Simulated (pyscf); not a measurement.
HO–AlH₂ + methyl (CH₃•) -> [HO–AlH]• + methane (CH₄) (hydrogen abstraction; doublet surface; Al–H broken, C–H formed). Structures and frequencies: ωB97X-D3(BJ)/def2-SVP in PySCF. MP2 and CC: frozen core, UHF for open shells. ΔMP2 is the change of the MP2 total energy from the triple- to the quadruple-zeta basis. Rate constants from transition-state theory, CCSD(T)/def2-TZVPP + ΔMP2(QZVPP) energies (ideal gas, 1 atm, RRHO with modes under 100 cm⁻¹ raised to 100, one conformer, R ln 2 for chiral ones without a mode under 150 cm⁻¹; no tunnelling), k in cm³ molecule⁻¹ s⁻¹.

```csv
T (K),1000/T,log10 k
298,3.354,-18.62
600,1.667,-15.00
900,1.111,?
1200,0.833,-12.77
```

### Question
Fit an Arrhenius line to the three values, give the activation energy, and predict k at 900 K.

### Answer
Least squares gives log10 k = -10.98 − 2.30 × 1000/T, so Ea = 2.30 × ln 10 × 1.987 = 10.5 kcal/mol, against an electronic barrier of 8.1. At 900 K the line gives -13.54; the computed value is -13.59 (ΔG‡ = 32.7 kcal/mol), close to the line. This is the saddle that the search found; another between the same sides may lie lower. The angle at the transferred H is 179°. The CCSD(T) − MP2 part came from Ansatz, without density fitting, on the same reference.
